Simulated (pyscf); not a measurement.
Optimised with ωB97X-D3(BJ)/def2-SVP in PySCF.

Task: For the elementary gas-phase step HO–Ga(F)–F (SMILES [OH][Ga]([F])[F]) + NH₃ (SMILES N) → H₂O (SMILES O) + H₂N–Ga(F)–F (SMILES [NH2][Ga]([F])[F]) (singlet surface; Ga–O, H–N broken, H–O, Ga–N formed), what barrier and reaction energy does ωB97M-D3(BJ)/def2-TZVP give, measured from the separated reactants?

Result: ΔE‡ = -42.3 kJ/mol, ΔE = +11.6 kJ/mol. Zero-point energy shifts the barrier by +0.6 kJ/mol. It is a four-centre exchange, with an imaginary mode of 1103i cm⁻¹. On the reactant side the descent ends in an adduct with a Ga–N contact, 152.2 kJ/mol under the separated species and 103.5 kJ/mol under the saddle at ωB97X-D3(BJ)/def2-TZVP. On the product side the descent ends in an adduct with a Ga–O contact, 90.9 kJ/mol under the separated species and 32.1 kJ/mol under the saddle at ωB97X-D3(BJ)/def2-TZVP. At ωB97M-D3(BJ) the saddle lies under the separated reactants, which points to a path from their complex (located at ωB97X-D3(BJ) alone). At ωB97M-D3(BJ) the saddle lies under the separated products, which points to a path from their complex (located at ωB97X-D3(BJ) alone), and parting the products costs more than the saddle. What is counted as formed (Ga–N) is already present as a longer contact in the reactant adduct; forming that adduct is a step of its own. What is counted as broken (Ga–O) persists as a longer contact in the product adduct; parting that adduct is a step of its own. One saddle was located; it need not be the lowest between these sides. Elements up to Kr have no core potential and no relativistic terms here.
